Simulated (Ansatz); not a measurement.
## Rock-salt SmS (cell taken from a computed entry)

Method: PBEsol (Ansatz, a quantum-chemistry and plane-wave program, PAW).

Numerical settings: plane-wave cutoff 500 eV, 12×12×12 k mesh, Fermi–Dirac smearing 0.05 eV, spin-polarised start, scalar-relativistic PAW data made under PBE.

Cell: relaxed at this level.

* **volume per atom**: 23.13 Å³/atom
* **lattice parameter a**: 5.698 Å
* **band gap**: none

Note: the magnetic order was assumed, not searched for or taken from measurement; the relaxation could not lower the start's symmetry, so the cell can be a saddle point above a distorted one; the 4f shell is treated without U or exact exchange, so its levels and filling can be wrong.

Spin–orbit coupling is not included.

Static lattice: no zero-point or thermal effects.
